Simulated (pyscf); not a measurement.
One addition across a multiple bond or ene-type step on the singlet surface with elements of a group swapped. ωB97M-D3(BJ)/def2-TZVP, kcal/mol, from the separated reactants. Structures and frequencies: ωB97X-D3(BJ)/def2-SVP in PySCF.

```
step                                                             barrier  reaction energy  imaginary mode (i cm⁻¹)
------------------------------------------------------------  ----------  ---------------  -----------------------
`[Cl][AlH][Cl]` + `[CH2]=[CH2]` → `[CH3][CH2][Al]([Cl])[Cl]`  (withheld)       (withheld)                      728
`[Cl][GaH][Cl]` + `[CH2]=[CH2]` → `[CH3][CH2][Ga]([Cl])[Cl]`        16.6            -33.1                      833
```

Task: What belongs in the gaps?

Result: 
- `[Cl][AlH][Cl]` + `[CH2]=[CH2]` → `[CH3][CH2][Al]([Cl])[Cl]`, barrier: 5.8
- `[Cl][AlH][Cl]` + `[CH2]=[CH2]` → `[CH3][CH2][Al]([Cl])[Cl]`, reaction energy: -34.6

Row 1: On the reactant side the descent ends in a bound adduct, 15.0 kcal/mol under the separated species and 17.5 kcal/mol under the saddle at ωB97X-D3(BJ)/def2-TZVP. On the product side the descent ends in a point that may be a rotor saddle (no frequency run), 3.4 kcal/mol over the lowest minimum found and 36.7 kcal/mol under the saddle at ωB97X-D3(BJ)/def2-TZVP. Row 2: On the reactant side the descent ends in a bound adduct (not fully relaxed), 13.0 kcal/mol under the separated species and 25.7 kcal/mol under the saddle at ωB97X-D3(BJ)/def2-TZVP. On the product side the descent ends in a point that may be a rotor saddle (no frequency run), 3.7 kcal/mol over the lowest minimum found and 46.1 kcal/mol under the saddle at ωB97X-D3(BJ)/def2-TZVP. Each row is the saddle that its search found. Elements up to Kr have no core potential and no relativistic terms here.
